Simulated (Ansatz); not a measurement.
# H2O (singlet): B3LYP, r2SCAN0 over a scan of the distance O1–H2, 6-31G

How well do these functionals follow the top wave-function level for H2O (singlet) over a scan of the distance O1–H2?

Method: 6-31G, all electrons in the functionals; program: Ansatz 0.2.0, Gaussian basis.

To be run: B3LYP, r2SCAN0, at 0.765 Å; 0.884 Å; 0.960 Å; 1.055 Å; 1.181 Å; 1.304 Å; 1.551 Å; 1.745 Å; 2.065 Å; 2.626 Å; 3.309 Å.

28 further runs of the same task are left out: 1 for a mislabelled method, 21 that didn't finish, 6 set aside as unsound or not needed.

## (1) The system

The geometry derives from a PBE0/def2-TZVP stationary point (not a proven minimum). One bond is set to the value named and the two fragments are kept rigid.

3 atoms, charge 0, spin multiplicity 1.

Atoms are counted from 1 here; the program's logs count them from 0.

Bond lengths: O1–H2 0.960 Å, O1–H3 0.960 Å. Angles: H2–O1–H3 105.1°.

No dispersion term is added. B3LYP takes the VWN-RPA correlation.

The geometry shown and the zero of energy belong to the point 0.960 Å. The yardstick, FCI, and other wave-function levels (R restricted, U unrestricted, valence and pair active spaces) come from earlier runs.

## (2) B3LYP, 0.765 Å

in.yaml

```yaml
crystal:
  periodic: [false, false, false]
  atoms:
    - {symbol: O, position_ang: [0.000000, -0.058697, -0.008638]}
    - {symbol: H, position_ang: [0.000000, 0.406689, -0.615796]}
    - {symbol: H, position_ang: [0.000000, 0.525031, 0.752912]}
basis:
  gaussian: {orbitals: 6-31G}
hamiltonian: {xc: {name: B3LYP}}
```

Command:

```
$ ansatz run in.yaml --threads 1 --pin off --events-out ev --progress --plain --max-ram 2393MiB
```

The program printed:

```text
Functional definition: B3LYP
  name "B3LYP"
  cite "Stephens, Devlin, Chabalowski & Frisch, J. Phys. Chem. 98, 11623 (1994) doi:10.1021/j100096a001"
  cite "Becke, Phys. Rev. A 38, 3098 (1988) doi:10.1103/PhysRevA.38.3098"
  cite "Lee, Yang & Parr, Phys. Rev. B 37, 785 (1988) doi:10.1103/PhysRevB.37.785"
  cite "Vosko, Wilk & Nusair, Can. J. Phys. 58, 1200 (1980) doi:10.1139/p80-159"
  parameter a0 = 0.2
  parameter ax = 0.72
  parameter ac = 0.81
  exchange = (1 - a0 - ax)*slater_x + ax*b88_x + a0*exact_x
  correlation = (1 - ac)*vwn_rpa_c + ac*lyp_c
140 factors; integrals over basis functions are off by at most 5.1e-4 eV
mean field evaluation 1: about -2072.2875 eV, gradient 5.1e1 eV
mean field evaluation 2: about -2069.3204 eV, gradient 6.6e1 eV
mean field evaluation 4: about -2076.7113 eV, gradient 5.6e-1 eV
mean field evaluation 8: about -2076.7051 eV, gradient 7.0e-3 eV
mean field -2076.70513555 eV, -76.3175060903 hartree, gradient 5.1e-6 eV, S^2 0.000000; 0 other end points of the search recorded, 0 dependent functions left out
reference -2076.70523350 eV, -76.3175096897 hartree; 5, 5 occupied and 8, 8 virtual orbitals, 140 factors
Total energy: -2076.70523350 eV, -76.3175096897 hartree
```

Wall time 0.15 s (1 thread of Intel Xeon Platinum 8488C, shared host).

## (3) B3LYP, 0.884 Å

in.yaml

```yaml
crystal:
  periodic: [false, false, false]
  atoms:
    - {symbol: O, position_ang: [0.000000, -0.062747, -0.003354]}
    - {symbol: H, position_ang: [0.000000, 0.475032, -0.704958]}
    - {symbol: H, position_ang: [0.000000, 0.520981, 0.758196]}
basis:
  gaussian: {orbitals: 6-31G}
hamiltonian: {xc: {name: B3LYP}}
```

The command is unchanged.

The program printed (excerpt; [...] marks lines left out):

```text
Functional definition: B3LYP
  name "B3LYP"
  cite "Stephens, Devlin, Chabalowski & Frisch, J. Phys. Chem. 98, 11623 (1994) doi:10.1021/j100096a001"
  cite "Becke, Phys. Rev. A 38, 3098 (1988) doi:10.1103/PhysRevA.38.3098"
  cite "Lee, Yang & Parr, Phys. Rev. B 37, 785 (1988) doi:10.1103/PhysRevB.37.785"
  cite "Vosko, Wilk & Nusair, Can. J. Phys. 58, 1200 (1980) doi:10.1139/p80-159"
[...]
139 factors; integrals over basis functions are off by at most 3.9e-4 eV
[...]
mean field -2078.29380493 eV, -76.3758886129 hartree, gradient 3.1e-5 eV, S^2 0.000000; 0 other end points of the search recorded, 0 dependent functions left out
reference -2078.29390809 eV, -76.3758924043 hartree; 5, 5 occupied and 8, 8 virtual orbitals, 139 factors
Total energy: -2078.29390809 eV, -76.3758924043 hartree
```

Run time: 0.13 s. Hardware: 1 thread of Intel Xeon Platinum 8488C, shared host.

## (4) B3LYP, 0.960 Å

in.yaml

```yaml
crystal:
  periodic: [false, false, false]
  atoms:
    - {symbol: O, position_ang: [0.000000, -0.065318, 0.000000]}
    - {symbol: H, position_ang: [0.000000, 0.518410, -0.761550]}
    - {symbol: H, position_ang: [0.000000, 0.518410, 0.761550]}
basis:
  gaussian: {orbitals: 6-31G}
hamiltonian: {xc: {name: B3LYP}}
```

Launched as before.

The program printed (excerpt; [...] marks lines left out):

```text
Functional definition: B3LYP
  name "B3LYP"
  cite "Stephens, Devlin, Chabalowski & Frisch, J. Phys. Chem. 98, 11623 (1994) doi:10.1021/j100096a001"
  cite "Becke, Phys. Rev. A 38, 3098 (1988) doi:10.1103/PhysRevA.38.3098"
  cite "Lee, Yang & Parr, Phys. Rev. B 37, 785 (1988) doi:10.1103/PhysRevB.37.785"
  cite "Vosko, Wilk & Nusair, Can. J. Phys. 58, 1200 (1980) doi:10.1139/p80-159"
[...]
139 factors; integrals over basis functions are off by at most 2.9e-4 eV
[...]
mean field -2078.54766998 eV, -76.3852179815 hartree, gradient 2.8e-5 eV, S^2 0.000000; 0 other end points of the search recorded, 0 dependent functions left out
reference -2078.54777409 eV, -76.3852218074 hartree; 5, 5 occupied and 8, 8 virtual orbitals, 139 factors
Total energy: -2078.54777409 eV, -76.3852218074 hartree
```

It took 0.15 s on 1 thread of Intel Xeon Platinum 8488C, shared host.

## (5) B3LYP, 1.055 Å

in.yaml

```yaml
crystal:
  periodic: [false, false, false]
  atoms:
    - {symbol: O, position_ang: [0.000000, -0.068568, 0.004239]}
    - {symbol: H, position_ang: [0.000000, 0.573240, -0.833083]}
    - {symbol: H, position_ang: [0.000000, 0.515160, 0.765789]}
basis:
  gaussian: {orbitals: 6-31G}
hamiltonian: {xc: {name: B3LYP}}
```

Same command.

The program printed (excerpt; [...] marks lines left out):

```text
Functional definition: B3LYP
  name "B3LYP"
  cite "Stephens, Devlin, Chabalowski & Frisch, J. Phys. Chem. 98, 11623 (1994) doi:10.1021/j100096a001"
  cite "Becke, Phys. Rev. A 38, 3098 (1988) doi:10.1103/PhysRevA.38.3098"
  cite "Lee, Yang & Parr, Phys. Rev. B 37, 785 (1988) doi:10.1103/PhysRevB.37.785"
  cite "Vosko, Wilk & Nusair, Can. J. Phys. 58, 1200 (1980) doi:10.1139/p80-159"
[...]
139 factors; integrals over basis functions are off by at most 3.0e-4 eV
[...]
mean field -2078.43976583 eV, -76.3812525772 hartree, gradient 3.1e-5 eV, S^2 0.000000; 0 other end points of the search recorded, 0 dependent functions left out
reference -2078.43986628 eV, -76.3812562688 hartree; 5, 5 occupied and 8, 8 virtual orbitals, 139 factors
Total energy: -2078.43986628 eV, -76.3812562688 hartree
```

It took 0.15 s on 1 thread of Intel Xeon Platinum 8488C, shared host.

From 0.960 Å: +2.5 kcal/mol.

## (6) B3LYP, 1.181 Å

in.yaml

```yaml
crystal:
  periodic: [false, false, false]
  atoms:
    - {symbol: O, position_ang: [0.000000, -0.072856, 0.009834]}
    - {symbol: H, position_ang: [0.000000, 0.645603, -0.927490]}
    - {symbol: H, position_ang: [0.000000, 0.510872, 0.771384]}
basis:
  gaussian: {orbitals: 6-31G}
hamiltonian: {xc: {name: B3LYP}}
```

The command is unchanged.

The program printed (excerpt; [...] marks lines left out):

```text
Functional definition: B3LYP
  name "B3LYP"
  cite "Stephens, Devlin, Chabalowski & Frisch, J. Phys. Chem. 98, 11623 (1994) doi:10.1021/j100096a001"
  cite "Becke, Phys. Rev. A 38, 3098 (1988) doi:10.1103/PhysRevA.38.3098"
  cite "Lee, Yang & Parr, Phys. Rev. B 37, 785 (1988) doi:10.1103/PhysRevB.37.785"
  cite "Vosko, Wilk & Nusair, Can. J. Phys. 58, 1200 (1980) doi:10.1139/p80-159"
[...]
139 factors; integrals over basis functions are off by at most 3.1e-4 eV
[...]
mean field -2077.93040956 eV, -76.3625340794 hartree, gradient 6.4e-5 eV, S^2 0.000000; 0 other end points of the search recorded, 0 dependent functions left out
reference -2077.93050454 eV, -76.3625375699 hartree; 5, 5 occupied and 8, 8 virtual orbitals, 139 factors
Total energy: -2077.93050454 eV, -76.3625375699 hartree
```

Wall time 0.15 s (1 thread of Intel Xeon Platinum 8488C, shared host).

From 0.960 Å: +14.2 kcal/mol.

## (7) B3LYP, 1.304 Å

in.yaml

```yaml
crystal:
  periodic: [false, false, false]
  atoms:
    - {symbol: O, position_ang: [0.000000, -0.077043, 0.015296]}
    - {symbol: H, position_ang: [0.000000, 0.716243, -1.019650]}
    - {symbol: H, position_ang: [0.000000, 0.506685, 0.776846]}
basis:
  gaussian: {orbitals: 6-31G}
hamiltonian: {xc: {name: B3LYP}}
```

The command is unchanged.

The program printed (excerpt; [...] marks lines left out):

```text
Functional definition: B3LYP
  name "B3LYP"
  cite "Stephens, Devlin, Chabalowski & Frisch, J. Phys. Chem. 98, 11623 (1994) doi:10.1021/j100096a001"
  cite "Becke, Phys. Rev. A 38, 3098 (1988) doi:10.1103/PhysRevA.38.3098"
  cite "Lee, Yang & Parr, Phys. Rev. B 37, 785 (1988) doi:10.1103/PhysRevB.37.785"
  cite "Vosko, Wilk & Nusair, Can. J. Phys. 58, 1200 (1980) doi:10.1139/p80-159"
[...]
139 factors; integrals over basis functions are off by at most 3.2e-4 eV
[...]
mean field -2077.27292265 eV, -76.3383718812 hartree, gradient 3.3e-5 eV, S^2 0.000000; 0 other end points of the search recorded, 0 dependent functions left out
reference -2077.27302041 eV, -76.3383754740 hartree; 5, 5 occupied and 8, 8 virtual orbitals, 139 factors
Total energy: -2077.27302041 eV, -76.3383754740 hartree
```

Run time: 0.21 s. Hardware: 1 thread of Intel Xeon Platinum 8488C, shared host.

From 0.960 Å: +29.4 kcal/mol.

## (8) B3LYP, 1.551 Å

in.yaml

```yaml
crystal:
  periodic: [false, false, false]
  atoms:
    - {symbol: O, position_ang: [0.000000, -0.085450, 0.026264]}
    - {symbol: H, position_ang: [0.000000, 0.858098, -1.204718]}
    - {symbol: H, position_ang: [0.000000, 0.498278, 0.787814]}
basis:
  gaussian: {orbitals: 6-31G}
magnetization: {spin_polarized: true, initial_magnetization: 0}
hamiltonian: {xc: {name: B3LYP}}
```

The command is unchanged.

The program printed (excerpt; [...] marks lines left out):

```text
Functional definition: B3LYP
  name "B3LYP"
  cite "Stephens, Devlin, Chabalowski & Frisch, J. Phys. Chem. 98, 11623 (1994) doi:10.1021/j100096a001"
  cite "Becke, Phys. Rev. A 38, 3098 (1988) doi:10.1103/PhysRevA.38.3098"
  cite "Lee, Yang & Parr, Phys. Rev. B 37, 785 (1988) doi:10.1103/PhysRevB.37.785"
  cite "Vosko, Wilk & Nusair, Can. J. Phys. 58, 1200 (1980) doi:10.1139/p80-159"
[...]
139 factors; integrals over basis functions are off by at most 3.3e-4 eV
[...]
mean field -2075.90590238 eV, -76.2881348130 hartree, gradient 3.2e-5 eV, S^2 0.000000; 1 other end points of the search recorded, 0 dependent functions left out
reference -2075.90601142 eV, -76.2881388201 hartree; 5, 5 occupied and 8, 8 virtual orbitals, 139 factors
Total energy: -2075.90601142 eV, -76.2881388201 hartree
```

Wall time 0.24 s (1 thread of Intel Xeon Platinum 8488C, shared host).

From the report: ⟨S²⟩ of the determinant 0.000 (pure singlet: 0.00).

From 0.960 Å: +60.9 kcal/mol.

## (9) B3LYP, 1.745 Å

in.yaml

```yaml
crystal:
  periodic: [false, false, false]
  atoms:
    - {symbol: O, position_ang: [0.000000, -0.092053, 0.034879]}
    - {symbol: H, position_ang: [0.000000, 0.969515, -1.350076]}
    - {symbol: H, position_ang: [0.000000, 0.491675, 0.796429]}
basis:
  gaussian: {orbitals: 6-31G}
magnetization: {spin_polarized: true, initial_magnetization: 0}
hamiltonian: {xc: {name: B3LYP}}
```

Launched as before.

The program printed (excerpt; [...] marks lines left out):

```text
Functional definition: B3LYP
  name "B3LYP"
  cite "Stephens, Devlin, Chabalowski & Frisch, J. Phys. Chem. 98, 11623 (1994) doi:10.1021/j100096a001"
  cite "Becke, Phys. Rev. A 38, 3098 (1988) doi:10.1103/PhysRevA.38.3098"
  cite "Lee, Yang & Parr, Phys. Rev. B 37, 785 (1988) doi:10.1103/PhysRevB.37.785"
  cite "Vosko, Wilk & Nusair, Can. J. Phys. 58, 1200 (1980) doi:10.1139/p80-159"
[...]
140 factors; integrals over basis functions are off by at most 3.0e-4 eV
[...]
mean field -2075.00325558 eV, -76.2549631548 hartree, gradient 2.9e-5 eV, S^2 0.245809; 4 other end points of the search recorded, 0 dependent functions left out
reference -2075.00337657 eV, -76.2549676013 hartree; 5, 5 occupied and 8, 8 virtual orbitals, 140 factors
Total energy: -2075.00337657 eV, -76.2549676013 hartree
```

It took 0.39 s on 1 thread of Intel Xeon Platinum 8488C, shared host.

From the report: ⟨S²⟩ of the determinant 0.246 (pure singlet: 0.00).

From 0.960 Å: +81.7 kcal/mol.

## (10) B3LYP, 2.065 Å

in.yaml

```yaml
crystal:
  periodic: [false, false, false]
  atoms:
    - {symbol: O, position_ang: [0.000000, -0.102945, 0.049089]}
    - {symbol: H, position_ang: [0.000000, 1.153294, -1.589840]}
    - {symbol: H, position_ang: [0.000000, 0.480783, 0.810639]}
basis:
  gaussian: {orbitals: 6-31G}
magnetization: {spin_polarized: true, initial_magnetization: 0}
hamiltonian: {xc: {name: B3LYP}}
```

Launched as before.

The program printed (excerpt; [...] marks lines left out):

```text
Functional definition: B3LYP
  name "B3LYP"
  cite "Stephens, Devlin, Chabalowski & Frisch, J. Phys. Chem. 98, 11623 (1994) doi:10.1021/j100096a001"
  cite "Becke, Phys. Rev. A 38, 3098 (1988) doi:10.1103/PhysRevA.38.3098"
  cite "Lee, Yang & Parr, Phys. Rev. B 37, 785 (1988) doi:10.1103/PhysRevB.37.785"
  cite "Vosko, Wilk & Nusair, Can. J. Phys. 58, 1200 (1980) doi:10.1139/p80-159"
[...]
141 factors; integrals over basis functions are off by at most 3.2e-4 eV
[...]
mean field -2074.23532593 eV, -76.2267422607 hartree, gradient 8.6e-6 eV, S^2 0.691523; 5 other end points of the search recorded, 0 dependent functions left out
reference -2074.23546246 eV, -76.2267472780 hartree; 5, 5 occupied and 8, 8 virtual orbitals, 141 factors
Total energy: -2074.23546246 eV, -76.2267472780 hartree
```

It took 0.6 s on 1 thread of Intel Xeon Platinum 8488C, shared host.

From the report: ⟨S²⟩ of the determinant 0.692 (pure singlet: 0.00). The determinant is far from a pure spin state, so its energy mixes those of several spin states (harmless only where they are near-degenerate, as at dissociation).

From 0.960 Å: +99.4 kcal/mol.

## (11) B3LYP, 2.626 Å

in.yaml

```yaml
crystal:
  periodic: [false, false, false]
  atoms:
    - {symbol: O, position_ang: [0.000000, -0.122039, 0.074000]}
    - {symbol: H, position_ang: [0.000000, 1.475483, -2.010178]}
    - {symbol: H, position_ang: [0.000000, 0.461689, 0.835550]}
basis:
  gaussian: {orbitals: 6-31G}
magnetization: {spin_polarized: true, initial_magnetization: 0}
hamiltonian: {xc: {name: B3LYP}}
```

Same command.

The program printed (excerpt; [...] marks lines left out):

```text
Functional definition: B3LYP
  name "B3LYP"
  cite "Stephens, Devlin, Chabalowski & Frisch, J. Phys. Chem. 98, 11623 (1994) doi:10.1021/j100096a001"
  cite "Becke, Phys. Rev. A 38, 3098 (1988) doi:10.1103/PhysRevA.38.3098"
  cite "Lee, Yang & Parr, Phys. Rev. B 37, 785 (1988) doi:10.1103/PhysRevB.37.785"
  cite "Vosko, Wilk & Nusair, Can. J. Phys. 58, 1200 (1980) doi:10.1139/p80-159"
[...]
142 factors; integrals over basis functions are off by at most 3.3e-4 eV
[...]
mean field -2073.82689030 eV, -76.2117325283 hartree, gradient 1.5e-6 eV, S^2 0.940699; 5 other end points of the search recorded, 0 dependent functions left out
reference -2073.82703999 eV, -76.2117380293 hartree; 5, 5 occupied and 8, 8 virtual orbitals, 142 factors
Total energy: -2073.82703999 eV, -76.2117380293 hartree
```

Wall time 0.84 s (1 thread of Intel Xeon Platinum 8488C, shared host).

From the report: ⟨S²⟩ of the determinant 0.941 (pure singlet: 0.00). The determinant is far from a pure spin state, so its energy mixes those of several spin states (harmless only where they are near-degenerate, as at dissociation).

From 0.960 Å: +108.9 kcal/mol.

## (12) B3LYP, 3.309 Å

in.yaml

```yaml
crystal:
  periodic: [false, false, false]
  atoms:
    - {symbol: O, position_ang: [0.000000, -0.145286, 0.104329]}
    - {symbol: H, position_ang: [0.000000, 1.867738, -2.521926]}
    - {symbol: H, position_ang: [0.000000, 0.438442, 0.865879]}
basis:
  gaussian: {orbitals: 6-31G}
magnetization: {spin_polarized: true, initial_magnetization: 0}
hamiltonian: {xc: {name: B3LYP}}
```

Launched as before.

The program printed (excerpt; [...] marks lines left out):

```text
Functional definition: B3LYP
  name "B3LYP"
  cite "Stephens, Devlin, Chabalowski & Frisch, J. Phys. Chem. 98, 11623 (1994) doi:10.1021/j100096a001"
  cite "Becke, Phys. Rev. A 38, 3098 (1988) doi:10.1103/PhysRevA.38.3098"
  cite "Lee, Yang & Parr, Phys. Rev. B 37, 785 (1988) doi:10.1103/PhysRevB.37.785"
  cite "Vosko, Wilk & Nusair, Can. J. Phys. 58, 1200 (1980) doi:10.1139/p80-159"
[...]
140 factors; integrals over basis functions are off by at most 3.3e-4 eV
[...]
mean field -2073.73187662 eV, -76.2082408399 hartree, gradient 5.1e-6 eV, S^2 0.994490; 5 other end points of the search recorded, 0 dependent functions left out
reference -2073.73203718 eV, -76.2082467401 hartree; 5, 5 occupied and 8, 8 virtual orbitals, 140 factors
Total energy: -2073.73203718 eV, -76.2082467401 hartree
```

Wall time 0.78 s (1 thread of Intel Xeon Platinum 8488C, shared host).

From the report: ⟨S²⟩ of the determinant 0.994 (pure singlet: 0.00). The determinant is far from a pure spin state, so its energy mixes those of several spin states (harmless only where they are near-degenerate, as at dissociation).

From 0.960 Å: +111.1 kcal/mol.

## (13) r2SCAN0, 0.765 Å

in.yaml

```yaml
crystal:
  periodic: [false, false, false]
  atoms:
    - {symbol: O, position_ang: [0.000000, -0.058697, -0.008638]}
    - {symbol: H, position_ang: [0.000000, 0.406689, -0.615796]}
    - {symbol: H, position_ang: [0.000000, 0.525031, 0.752912]}
basis:
  gaussian: {orbitals: 6-31G}
hamiltonian: {xc: {name: r2SCAN0}}
```

The command is unchanged.

The program printed (excerpt; [...] marks lines left out):

```text
Functional definition: r2SCAN0
  name "r2SCAN0"
  cite "Bursch, Neugebauer, Ehlert & Grimme, J. Chem. Phys. 156, 134105 (2022) doi:10.1063/5.0086040"
  cite "Furness, Kaplan, Ning, Perdew & Sun, J. Phys. Chem. Lett. 11, 8208 (2020) doi:10.1021/acs.jpclett.0c02405"
  cite "Furness, Kaplan, Ning, Perdew & Sun, J. Phys. Chem. Lett. 11, 9248 (2020) doi:10.1021/acs.jpclett.0c03077"
  parent r2scan
[...]
140 factors; integrals over basis functions are off by at most 5.1e-4 eV
[...]
mean field -2075.35956422 eV, -76.2680572560 hartree, gradient 5.6e-5 eV, S^2 0.000000; 0 other end points of the search recorded, 0 dependent functions left out
reference -2075.35956650 eV, -76.2680573397 hartree; 5, 5 occupied and 8, 8 virtual orbitals, 140 factors
Total energy: -2075.35956650 eV, -76.2680573397 hartree
```

Wall time 0.36 s (1 thread of Intel Xeon Platinum 8488C, shared host).

## (14) r2SCAN0, 0.884 Å

in.yaml

```yaml
crystal:
  periodic: [false, false, false]
  atoms:
    - {symbol: O, position_ang: [0.000000, -0.062747, -0.003354]}
    - {symbol: H, position_ang: [0.000000, 0.475032, -0.704958]}
    - {symbol: H, position_ang: [0.000000, 0.520981, 0.758196]}
basis:
  gaussian: {orbitals: 6-31G}
hamiltonian: {xc: {name: r2SCAN0}}
```

Same command.

The program printed (excerpt; [...] marks lines left out):

```text
Functional definition: r2SCAN0
  name "r2SCAN0"
  cite "Bursch, Neugebauer, Ehlert & Grimme, J. Chem. Phys. 156, 134105 (2022) doi:10.1063/5.0086040"
  cite "Furness, Kaplan, Ning, Perdew & Sun, J. Phys. Chem. Lett. 11, 8208 (2020) doi:10.1021/acs.jpclett.0c02405"
  cite "Furness, Kaplan, Ning, Perdew & Sun, J. Phys. Chem. Lett. 11, 9248 (2020) doi:10.1021/acs.jpclett.0c03077"
  parent r2scan
[...]
139 factors; integrals over basis functions are off by at most 3.9e-4 eV
[...]
mean field -2076.89767867 eV, -76.3245819194 hartree, gradient 8.2e-5 eV, S^2 0.000000; 0 other end points of the search recorded, 0 dependent functions left out
reference -2076.89768108 eV, -76.3245820077 hartree; 5, 5 occupied and 8, 8 virtual orbitals, 139 factors
Total energy: -2076.89768108 eV, -76.3245820077 hartree
```

It took 0.29 s on 1 thread of Intel Xeon Platinum 8488C, shared host.

## (15) r2SCAN0, 0.960 Å

in.yaml

```yaml
crystal:
  periodic: [false, false, false]
  atoms:
    - {symbol: O, position_ang: [0.000000, -0.065318, 0.000000]}
    - {symbol: H, position_ang: [0.000000, 0.518410, -0.761550]}
    - {symbol: H, position_ang: [0.000000, 0.518410, 0.761550]}
basis:
  gaussian: {orbitals: 6-31G}
hamiltonian: {xc: {name: r2SCAN0}}
```

Launched as before.

The program printed (excerpt; [...] marks lines left out):

```text
Functional definition: r2SCAN0
  name "r2SCAN0"
  cite "Bursch, Neugebauer, Ehlert & Grimme, J. Chem. Phys. 156, 134105 (2022) doi:10.1063/5.0086040"
  cite "Furness, Kaplan, Ning, Perdew & Sun, J. Phys. Chem. Lett. 11, 8208 (2020) doi:10.1021/acs.jpclett.0c02405"
  cite "Furness, Kaplan, Ning, Perdew & Sun, J. Phys. Chem. Lett. 11, 9248 (2020) doi:10.1021/acs.jpclett.0c03077"
  parent r2scan
[...]
139 factors; integrals over basis functions are off by at most 2.9e-4 eV
[...]
mean field -2077.11691570 eV, -76.3326387317 hartree, gradient 3.5e-5 eV, S^2 0.000000; 0 other end points of the search recorded, 0 dependent functions left out
reference -2077.11691821 eV, -76.3326388238 hartree; 5, 5 occupied and 8, 8 virtual orbitals, 139 factors
Total energy: -2077.11691821 eV, -76.3326388238 hartree
```

Wall time 0.3 s (1 thread of Intel Xeon Platinum 8488C, shared host).

## (16) r2SCAN0, 1.055 Å

in.yaml

```yaml
crystal:
  periodic: [false, false, false]
  atoms:
    - {symbol: O, position_ang: [0.000000, -0.068568, 0.004239]}
    - {symbol: H, position_ang: [0.000000, 0.573240, -0.833083]}
    - {symbol: H, position_ang: [0.000000, 0.515160, 0.765789]}
basis:
  gaussian: {orbitals: 6-31G}
hamiltonian: {xc: {name: r2SCAN0}}
```

The command is unchanged.

The program printed (excerpt; [...] marks lines left out):

```text
Functional definition: r2SCAN0
  name "r2SCAN0"
  cite "Bursch, Neugebauer, Ehlert & Grimme, J. Chem. Phys. 156, 134105 (2022) doi:10.1063/5.0086040"
  cite "Furness, Kaplan, Ning, Perdew & Sun, J. Phys. Chem. Lett. 11, 8208 (2020) doi:10.1021/acs.jpclett.0c02405"
  cite "Furness, Kaplan, Ning, Perdew & Sun, J. Phys. Chem. Lett. 11, 9248 (2020) doi:10.1021/acs.jpclett.0c03077"
  parent r2scan
[...]
139 factors; integrals over basis functions are off by at most 3.0e-4 eV
[...]
mean field -2076.96431266 eV, -76.3270306732 hartree, gradient 9.8e-6 eV, S^2 0.000000; 0 other end points of the search recorded, 0 dependent functions left out
reference -2076.96431520 eV, -76.3270307666 hartree; 5, 5 occupied and 8, 8 virtual orbitals, 139 factors
Total energy: -2076.96431520 eV, -76.3270307666 hartree
```

Run time: 0.33 s. Hardware: 1 thread of Intel Xeon Platinum 8488C, shared host.

From 0.960 Å: +3.5 kcal/mol.

[end of part 1 of 2]
